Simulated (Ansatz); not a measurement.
Basis-set extrapolation for CH₂AlN (`N#[C][AlH2]`) (PBE0-D4/def2-TZVP geometry, frozen core, Ansatz). Multiplicity 1, RHF reference.

```csv
,def2-TZVPP,def2-QZVPP
HF,-335.438017,-335.448859
MP2 correlation,-0.411646,-0.439572
CCSD(T) correlation,-0.448836,-0.473263
```

Energies in hartree. Use E(X) = E(∞) + A·exp(−7.88·√X) for Hartree–Fock and E(X) = E(∞) + B·X^(−2.97) for correlation, with X = 3 and 4.

Task: What is the CCSD(T) energy at the basis-set limit?

Result: HF limit: -335.448859 + (-0.010842) × 0.13774 = -335.45035. Correlation limit: -0.473263 + (-0.024427) × 0.74074 = -0.49136. Total: -335.94171 hartree, 1.49 eV below CCSD(T)/def2-TZVPP.
